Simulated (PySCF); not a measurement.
Molecule: C-Cyanomethanimine (N(/[H])=C\C#N, C2H2N2).

Numbering as in the mapped SMILES `[H]/[N:2]=[CH:3]/[C:4]#[N:5]`. Hydrogens are named by the atom that carries them.

Spin–spin couplings on one PBE0-D3(BJ)/def2-SVP geometry, PySCF, gas phase, non-relativistic, equivalent pairs averaged; isotopes ¹³C, ¹H, ¹⁵N; functional B3LYP.

How do the couplings (Hz) change with the basis set? Times are CPU seconds on 1 thread of an x86-64 server CPU, shared host. Far from the basis limit: 6-31G-J, pcJ-0, 6-31G*, def2-TZVP, cc-pVTZ.

Answers


| basis set | functions | ¹J(C3,H(C3)) | ¹J(C3,C4) | ¹J(H(N2),N2) | ¹J(C4,N5) | ²J(C4,H(C3)) | ²J(N2,C4) | ²J(H(N2),C3) | core-s |
| --- | --- | --- | --- | --- | --- | --- | --- | --- | --- |
| 6-31G-J | 56 | 189.4 | 100.6 | -45.0 | -8.5 | 17.3 | -13.2 | -7.7 | 3.1 |
| pcJ-0 | 58 | 167.5 | 77.7 | -32.8 | 5.5 | 13.8 | -9.9 | -6.7 | 2.9 |
| 6-31G* | 60 | 184.1 | 103.8 | -50.3 | -19.7 | 15.6 | -6.5 | -9.0 | 3.8 |
| pcJ-1 | 128 | 185.0 | 99.8 | -48.9 | -18.9 | 19.0 | -11.3 | -8.8 | 5.9 |
| def2-TZVP | 136 | 177.1 | 96.7 | -44.8 | -15.2 | 18.6 | -12.6 | -8.8 | 9.5 |
| cc-pVTZ | 148 | 165.7 | 90.8 | -39.3 | -46.2 | 17.3 | -8.7 | -6.8 | 10 |
| aug-cc-pVTZ-J | 224 | 189.9 | 95.0 | -50.6 | -16.9 | 19.6 | -11.7 | -8.8 | 15 |
| pcJ-2 | 252 | 187.3 | 93.7 | -49.8 | -17.4 | 19.3 | -11.5 | -8.7 | 17 |

The Fermi-contact term samples the wavefunction at the nucleus, which is why sets with added tight s functions (names with J) are made for couplings.
